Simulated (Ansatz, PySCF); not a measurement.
Molecule: CH₇NSi, charge 0, multiplicity 1. SMILES: N([SiH3])C
Coordinates optimised at B3LYP-D3(BJ)/def2-TZVP (Ansatz, a quantum-chemistry and plane-wave program):
```xyz
10

C     -1.6126     0.4066    -0.4022
N     -0.4868     0.2290     0.5037
Si     1.0678    -0.2976    -0.0086
H     -2.1571    -0.5221    -0.6138
H     -1.2533     0.8015    -1.3549
H     -2.3225     1.1326     0.0005
H     -0.7619     0.0269     1.4522
H      1.1173    -1.6794    -0.5665
H      1.5478     0.6091    -1.0798
H      1.9631    -0.2452     1.1702
```

B3LYP/6-311+G** beside other levels, property by property. Conventions: open shells spin-unrestricted; spin-orbit terms left out; dispersion terms only where a functional's name holds one; non-relativistic; atomisation electronic, to ground-state atoms; 6-311+G** with 5d, 6d on Na to Ar in Ansatz; valence correlation only. Basis-set limits of correlation are two-point, X^-3; Hartree-Fock from the larger set. The bracket is a focal-point correction in the basis named. Ab initio and DFT rows: single points at B3LYP-D3(BJ) geometries (Ansatz), with unscaled harmonic terms from B3LYP/6-31G* (Ansatz) at its own minima, enthalpies of formation by atomisation with measured atoms. Anions need diffuse functions, which STO-3G, LANL2DZ, def2-SVP, cc-pVDZ and Pople sets without + lack.

Coupled cluster (Ansatz) is a level with limits of its own, used here on species with T1 under 0.025 (0.045 for open shells) and stable references: (a) RI-MP2/CBS(aug-cc-pV(T+d)Z,aug-cc-pV(Q+d)Z)+[CCSD(T)-MP2]/aug-cc-pV(T+d)Z; (b) CCSD(T)/CBS(aug-cc-pV(T+d)Z,aug-cc-pV(Q+d)Z); (c) CCSD(T)/CBS(cc-pV(T+d)Z,cc-pV(Q+d)Z).

```
property                                                                                 B3LYP/6-311+G** (Ansatz)  BP86/def2-SVP (PySCF)  B3LYP/STO-3G (Ansatz)  wB97M-V/def2-TZVPD (Ansatz)            to compare with
---------------------------------------------------------------------------------------  ------------------------  ---------------------  ---------------------  ---------------------------  -------------------------
deprotonation enthalpy (H-N bond) at 298 K, to C[N-][SiH3] + H+ (kcal/mol)                                  377.0                  378.9                  489.9                        373.3  376.3 coupled cluster (b)
C-N bond dissociation enthalpy at 298 K, to [NH][SiH3] (SiNH4) + [CH3] (CH3) (kcal/mol)                      81.6                   88.7                   98.0                         88.7   88.8 coupled cluster (a)
H-Si bond dissociation enthalpy at 298 K, to CN[SiH2] + H atom (kcal/mol)                                    86.3                   84.7                  114.9                         90.1   90.3 coupled cluster (b)
deprotonation enthalpy (H-Si bond) at 298 K, to CN[SiH2-] + H+ (kcal/mol)                                   377.7                  380.6                  486.0                        376.5  380.3 coupled cluster (b)
proton affinity at N (heteroatom site), enthalpy at 298 K, to C[NH2+][SiH3] (kcal/mol)                      216.3                  216.6                  277.0                        212.0  215.3 coupled cluster (c)
N-Si bond dissociation enthalpy at 298 K, to [SiH3] (SiH3) + C[NH] (CH4N) (kcal/mol)                         85.2                   87.6                  101.7                         96.2   96.6 coupled cluster (a)
enthalpy of formation at 298 K (kcal/mol)                                                                     3.1                  -21.3                 -175.9                         -9.0   -7.7 coupled cluster (b)
atomisation energy (kcal/mol)                                                                               792.2                  816.6                  971.2                        804.2  803.0 coupled cluster (b)
```

As the rows show:
- deprotonation enthalpy (H-N bond) at 298 K, to C[N-][SiH3] + H+: B3LYP/6-311+G** lies 0.7 kcal/mol above coupled cluster.
- C-N bond dissociation enthalpy at 298 K, to [NH][SiH3] (SiNH4) + [CH3] (CH3): B3LYP/6-311+G** lies 7.2 kcal/mol below coupled cluster.
- H-Si bond dissociation enthalpy at 298 K, to CN[SiH2] + H atom: B3LYP/6-311+G** lies 4.0 kcal/mol below coupled cluster.
- deprotonation enthalpy (H-Si bond) at 298 K, to CN[SiH2-] + H+: B3LYP/6-311+G** lies 2.6 kcal/mol below coupled cluster.
- proton affinity at N (heteroatom site), enthalpy at 298 K, to C[NH2+][SiH3]: B3LYP/6-311+G** lies 1.0 kcal/mol above coupled cluster.
- N-Si bond dissociation enthalpy at 298 K, to [SiH3] (SiH3) + C[NH] (CH4N): B3LYP/6-311+G** lies 11.4 kcal/mol below coupled cluster.
- enthalpy of formation at 298 K: B3LYP/6-311+G** lies 10.8 kcal/mol above coupled cluster.
- atomisation energy: B3LYP/6-311+G** lies 10.8 kcal/mol below coupled cluster.

The properties are those with a value to compare with, at most eight drawn at random. No case is left out for the size of its miss. Left out are saddle points of the reference geometry, anions that the best level run finds unbound, excited spin states, species near biochemistry, 298 K rows of species without real B3LYP wavenumbers, cases with under five habitual levels, runs that failed or that the program found above a lower state of the same kind, table entries that another table contradicts, and a share of species set aside by lot.
